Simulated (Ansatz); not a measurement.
**N₂⁺, doublet in cc-pVDZ: errors against full CI**

Geometry: that of the N2, singlet, kept fixed.

```yaml
atoms:
  - { symbol: N, position_ang: [0.0000, 0.0000, 0.0000] }
  - { symbol: N, position_ang: [0.0000, 0.0000, 1.0895] }
```

Basis cc-pVDZ; Ansatz 0.2.0. Only valence electrons are correlated (noble-gas cores frozen), which leaves 9 electrons in 26 orbitals. R marks a restricted (for open shells ROHF) determinant, U an unrestricted one. Active spaces: valence = (9e, 8o) chosen from the atoms' valence shells.

Full CI is exact within this basis and frozen core; it isn't the basis-set limit. The frozen core follows each run's orbitals, which can shift R against U totals by a few meV.

HF rows: RHF is the lowest solution found. Coupled cluster chose its determinant by a search with trial CCSD, here up to 0.47 eV above the lowest Hartree–Fock solution of its kind, and MP2 stands on that determinant too.

The UHF ⟨S²⟩ is 1.106, the ⟨S²⟩ of the determinant under UCCSD is 0.765 and the T1 diagnostic (RCCSD) is 0.0205. The largest doubles amplitude (RCCSD) is 0.108 and the T1 diagnostic (UCCSD) is 0.0199.

```json
{"level": "RHF†", "E − E(full CI) (kJ/mol)": "875.0", "share of correlation (%)": "–", "wall time": "–"}
{"level": "RMP2", "E − E(full CI) (kJ/mol)": "11.3", "share of correlation (%)": "98.77", "wall time": "–"}
{"level": "UMP2", "E − E(full CI) (kJ/mol)": "34.4", "share of correlation (%)": "96.26", "wall time": "–"}
{"level": "RCCSD*", "E − E(full CI) (kJ/mol)": "53.8", "share of correlation (%)": "94.15", "wall time": "–"}
{"level": "UCCSD*", "E − E(full CI) (kJ/mol)": "51.7", "share of correlation (%)": "94.38", "wall time": "–"}
{"level": "RCCSD(T)*", "E − E(full CI) (kJ/mol)": "9.0", "share of correlation (%)": "99.03", "wall time": "1.3 s"}
{"level": "UCCSD(T)*", "E − E(full CI) (kJ/mol)": "8.8", "share of correlation (%)": "99.04", "wall time": "1.5 s"}
{"level": "BCCD(T)*", "E − E(full CI) (kJ/mol)": "9.1", "share of correlation (%)": "99.01", "wall time": "1.2 s"}
{"level": "RCCSDT*", "E − E(full CI) (kJ/mol)": "9.1", "share of correlation (%)": "99.01", "wall time": "–"}
{"level": "UCCSDT*", "E − E(full CI) (kJ/mol)": "8.7", "share of correlation (%)": "99.05", "wall time": "–"}
{"level": "RCCSDT(Q)*", "E − E(full CI) (kJ/mol)": "-0.6", "share of correlation (%)": "100.06", "wall time": "6 s"}
{"level": "UCCSDT(Q)*", "E − E(full CI) (kJ/mol)": "-0.4", "share of correlation (%)": "100.04", "wall time": "5.5 s"}
{"level": "RCCSDTQ*", "E − E(full CI) (kJ/mol)": "1.4", "share of correlation (%)": "99.85", "wall time": "10 s (H100)"}
{"level": "UCCSDTQ*", "E − E(full CI) (kJ/mol)": "1.3", "share of correlation (%)": "99.86", "wall time": "10 s (H100)"}
{"level": "CASSCF (valence space)", "E − E(full CI) (kJ/mol)": "380.3", "share of correlation (%)": "58.68", "wall time": "–"}
{"level": "NEVPT2 (valence space)", "E − E(full CI) (kJ/mol)": "67.3", "share of correlation (%)": "92.69", "wall time": "1.5 s"}
{"level": "NEVPT4(SD) (valence space)", "E − E(full CI) (kJ/mol)": "2.7", "share of correlation (%)": "99.71", "wall time": "2.1 s"}
{"level": "MRCISD (valence space)", "E − E(full CI) (kJ/mol)": "13.9", "share of correlation (%)": "98.49", "wall time": "–"}
{"level": "MRCISD+Q (valence space)", "E − E(full CI) (kJ/mol)": "-1.0", "share of correlation (%)": "100.10", "wall time": "2.1 s"}
```

An asterisk marks runs whose energy the program itself flagged as in doubt. A dagger marks rows that describe another state than the reference (another or a broken symmetry, a higher spin or other natural occupations), so the difference holds a gap between states beside the method's error.

The correlation energy at full CI, counted from the determinant under the R cluster runs, is -9.540 eV. That run took 31 s on 5 threads of AMD EPYC 7R13 with a whole H100 80 GB, shared host over 122,940,320 determinants.

Run but not shown, since their state, orbitals or frozen core can't be matched to the reference's or they repeat it: UHF, CISD, CISDTQ.

Times hold each run's SCF and search for its determinant on a shared host, so for small cases they say little of a method's own cost; rows without a card ran on 1 thread of AMD EPYC 7R13. Some runs computed forces too.

More than 5 meV below full CI, which no variational method can be: RCCSDT(Q), MRCISD+Q (valence space).

The full-CI state has the irrep Ag of D2h, in the program's axes (one component, if the state is degenerate).

Natural occupations of full CI about the gap: 1.979 1.905 1.900 1.900 1.041 0.097 0.097 0.021 0.008 0.006; effectively unpaired electrons, Σ n²(2−n)², 1.17.
